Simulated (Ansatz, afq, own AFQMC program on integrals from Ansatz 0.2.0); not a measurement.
# Where AFQMC and coupled cluster stand for SiH4Br, doublet

```xyz
6

Si   -2.4520    0.0000    0.0000
H    -2.9468    1.3997    0.0000
H    -2.9468   -0.6999    1.2122
H    -2.9468   -0.6999   -1.2122
H    -0.8470    0.0000    0.0000
Br    0.9840    0.0000    0.0000
```

Connectivity, by distances: SiH3 ··· Br, 1 bridging H.

Basis cc-pVTZ. Only valence electrons are correlated. Ansatz 0.2.0 and our own AFQMC program on the same integrals; the CISD trial comes from CCSD amplitudes, and released means the phaseless constraint is let go. Error bars are statistical, one sigma. No spin–orbit coupling.

Determinant: UHF, the one that the program's search chose, which needn't be the lowest solution. The geometry is a point of a scan.

No full CI on the walks' own integrals is used here. The released AFQMC energy serves as the reference, which it does only where one determinant dominates, the energy is flat over the last release times and near the phaseless one (40 meV or 2 meV an electron, half that with transition metals). On small molecules, where full CI could be run and the noise was under 10 meV, such values lay within 10 meV of it in 19 cases of 20, a flattering rate, since the rule was set on those same cases; what remains of the bias isn't in the error bar.

Cautions: no relativity below Rb; no spin-orbit coupling; inner d shell frozen; the released value is read at 1.50 1/Eh (meV from the phaseless value at times in 1/Eh: -17 ± 10 at 0.24, -26 ± 8 at 0.51, -34 ± 8 at 0.99, -26 ± 9 at 1.50).

```
T1 diagnostic                               : 0.0139
weight of the determinant in the CISD state : 0.850
⟨S²⟩ of the determinant                     : 0.774
size of the correlated space                : 15 electrons in 114 orbitals
```

Reference: AFQMC with the constraint released, correlation energy -9.619 ± 0.009 eV.

```tsv
level	E − E(reference) (mEh)	share of correlation (%)
HF	353.49 ± 0.33	0.00
MP2	59.87 ± 0.33	83.06
CCSD	12.77 ± 0.33	96.39
CCSD(T)	2.08 ± 0.33	99.41
ph-AFQMC/HF	4.90 ± 1.19	98.61
ph-AFQMC/CISD	0.97 ± 0.40	99.73
```

A walk keeps the symmetry of its determinant, which the program's search chose and which needn't be the lowest solution, so a lower state of the same spin and another symmetry isn't excluded. Released energies are given only where the last usable release times agree within the noise; a slower fall can still hide under it.
